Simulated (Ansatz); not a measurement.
# CH₃BS (SMILES B=CS): one structure at several levels

An exercise on one series of results from a longer session: the logs are not shown, and one member is left open.

The runs use Ansatz 0.2.0, Gaussian basis; single points in def2-TZVPP.

Cores are frozen in the correlated methods.

### Starting geometry

SMILES `B=CS`, 6 atoms, charge 0, spin multiplicity 1.

Atoms are counted from 1 here; the program's logs count them from 0.

Bond lengths: B1–C2 1.381 Å, B1–H4 1.086 Å, C2–S3 1.725 Å, C2–H5 1.225 Å, S3–H6 1.329 Å. Angles: C2–B1–H4 177.6°, B1–C2–S3 122.1°, B1–C2–H5 119.8°, S3–C2–H5 116.0°, C2–S3–H6 101.5°.

Geometry (Å):

```mol
CH3BS
  3D, bonds by distance, orders not assigned

  6  5  0  0  0  0  0  0  0  0999 V2000
    0.3595   -0.0487   -0.9944 B   0  0
   -0.6262   -0.0401   -0.0274 C   0  0
   -0.2629    0.1355    1.6498 S   0  0
    1.1317   -0.1015   -1.7560 H   0  0
   -1.7917    0.1584   -0.3477 H   0  0
    1.0593    0.0022    1.6499 H   0  0
  1  2  8  0
  1  4  8  0
  2  3  8  0
  2  5  8  0
  3  6  8  0
M  END
```

The first run:

Contents of run/in.yaml:

```yaml
crystal:
  periodic: [false, false, false]
  atoms:
    - {symbol: B, position_ang: [0.359500, -0.048700, -0.994400]}
    - {symbol: C, position_ang: [-0.626200, -0.040100, -0.027400]}
    - {symbol: S, position_ang: [-0.262900, 0.135500, 1.649800]}
    - {symbol: H, position_ang: [1.131700, -0.101500, -1.756000]}
    - {symbol: H, position_ang: [-1.791700, 0.158400, -0.347700]}
    - {symbol: H, position_ang: [1.059300, 0.002200, 1.649900]}
basis:
  gaussian: {orbitals: def2-TZVPP}
correlation: {method: ccsd_t}
output: {forces: true}
```

No record of the launch command was kept for these runs.

Among the steps run: CCSD(T)/def2-TZVPP; PBE0-D4/def2-TZVPP; wB97M-V/def2-TZVPP; r2SCAN-D4/def2-TZVPP; PBE-D4/def2-TZVPP; HSE06-D4/def2-TZVPP; BHLYP-D4/def2-TZVPP.

One of the session's tables, all rows but one given; the rest of the session is left out.

| method | RMS force component (eV/Å) | angle to CCSD(T) forces (°) | dipole (D) |
| --- | --- | --- | --- |
| CCSD(T) | 1.510 | reference | 1.50 |
| PBE0-D4 | 1.509 | 8.6 | 1.50 |
| wB97M-V | 1.524 | 8.9 | 1.59 |
| r2SCAN-D4 | ? | ? | ? |
| PBE-D4 | 1.474 | 7.7 | 1.25 |
| HSE06-D4 | 1.507 | 8.4 | 1.49 |
| BHLYP-D4 | 1.552 | 11.3 | 1.68 |

Q: Estimate the row for r2SCAN-D4 from the others.

The run gave: RMS force component (eV/Å): 1.483; angle to CCSD(T) forces (°): 7.0; dipole (D): 1.40. In the column «RMS force component (eV/Å)» it lies between PBE-D4 (1.474) and HSE06-D4 (1.507).
